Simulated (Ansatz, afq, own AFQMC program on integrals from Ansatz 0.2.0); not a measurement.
## CH₂N, doublet → CH2N⁺, singlet

```
atom   x (Å)    y (Å)    z (Å)
   N  0.0000   0.0000   0.5108
   C  0.0000   0.0000  -0.7748
   H  0.0000   0.8569   1.0670
   H  0.0000  -0.8569   1.0670
```

Connectivity, by distances: NH2–C.

E(singlet, charge +1) − E(doublet, charge +0) at this geometry, on UHF and RHF determinants.

Basis cc-pVDZ. Noble-gas cores (and the filled d shells of Ga–Kr and In–Xe) are frozen. AFQMC by an in-house program on the Cholesky factors that Ansatz 0.2.0 writes for its CCSD(T) run. ph-AFQMC/CISD is guided by a CISD state made of CCSD amplitudes; releasing the constraint for a short imaginary time cuts its bias at the price of noise, slowly where states lie close. Uncertainties: one standard error, sampling alone. The errors of all members are added in quadrature.

No full CI on the walks' own integrals is used here; CCSDT(Q) serves as the reference and is uncertain by about the last step of the cluster series. Each member takes its own surest rung, up to full CI.

The best estimate is CCSD(T) at the basis-set limit (CBS: def2-TZVPP and def2-QZVPP, with their diffuse functions for anions and beside diffuse sets, CCSD(T) itself extrapolated) plus the step from CCSD(T) to CCSDT(Q) in cc-pVDZ. Rows without CBS are in cc-pVDZ, the functionals in def2-TZVP; B2PLYP and the wave-function rows carry a basis error of their own. Core correlation and relativity beyond core potentials are missing, and ± holds the sampling alone.

Cautions: CH₂N⁺ (singlet): restricted determinant unstable towards unrestricted (UHF 30 meV lower, ⟨S²⟩ 0.19).

```
 level  vertical ionization energy (kJ/mol)
    HF                                761.5
   PBE                                823.0
r2SCAN                                835.9
```

**Question.** From these cheaper values, estimate the vertical ionization energy at the level of the best estimate.

**Answer.** 803.7 kJ/mol (best estimate, highest rung CCSDT(Q)).

| level | vertical ionization energy (kJ/mol) | error against the best estimate (kJ/mol) |
| --- | --- | --- |
| MP2 | 769.9 | -33.8 |
| CCSD | 765.9 | -37.9 |
| CCSD(T) | 762.2 | -41.5 |
| CCSDT | 762.1 | -41.6 |
| CCSDT(Q) | 761.7 | -42.0 |
| ph-AFQMC/CISD | 761.2 ± 0.7 | -42.5 ± 0.7 |
| released AFQMC | 761.7 ± 0.7 | -42.0 ± 0.7 |
| HF/CBS | 770.7 | -33.0 |
| MP2/CBS | 807.9 | 4.1 |
| CCSD(T)/CBS | 804.2 | 0.4 |
| PBE0 | 828.7 | 25.0 |
| B3LYP | 829.4 | 25.6 |
| wB97M-V | 798.8 | -5.0 |
| B2PLYP | 811.5 | 7.8 |

Correlation beyond CCSD(T) takes off 0.4 kJ/mol. Going to the basis-set limit adds 41.9 kJ/mol at CCSD(T). The perturbative (T) step is worth −3.6 kJ/mol. The functionals spread over 37.2 kJ/mol; wB97M-V and B2PLYP come nearest and r2SCAN is 32.2 kJ/mol too high.

Best estimates are given only where the step beyond CCSD(T) is under 0.3 eV and no member's determinant is very poor (T1 over 0.05, or 0.07 for open shells, ⟨S²⟩ too high by 0.3, two states mixed), so the hardest cases are missing from such tables.

The functionals ran in a triple-zeta set and keep a basis error of their own, a few kJ/mol for each bond in atomization energies and more for double hybrids, so close places among them and the extrapolated levels can swap.

CCSDT and higher add their correlation energy to the determinant of the CCSD(T) run, since their own runs factorise the integrals more tightly (a shift of under 2 meV). Each member of a difference takes its own highest rung, so a best estimate needn't equal the limit plus the step of one row. A walk keeps the symmetry of its determinant, which the program's search chose and which needn't be the lowest solution, so a lower state of the same spin and another symmetry isn't excluded. Released energies are given only where the last usable release times agree within the noise; a slower fall can still hide under it.
